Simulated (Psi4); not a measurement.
Pair of molecules: H2O (SMILES O) (first 3 atoms) with H2O (SMILES O); geometry from S66by8 set.
(charge 0, multiplicity 1):
```xyz
6

O     -2.02728    -0.03967     0.00605
H     -2.34728     0.86316    -0.01538
H     -1.06756     0.05851     0.00132
O      1.94958     0.03484    -0.00574
H      2.32620    -0.40354     0.76038
H      2.32184    -0.44138    -0.75115
```

Method: SAPT0/jun-cc-pV(D+d)Z in Psi4 1.11.

Q: Give the four SAPT terms and the total, and say what mostly holds the pair together.

A: electrostatics -9.6, exchange 0.6, induction -0.5, dispersion -0.6, total -10.1 kJ/mol; the largest attraction is electrostatics.
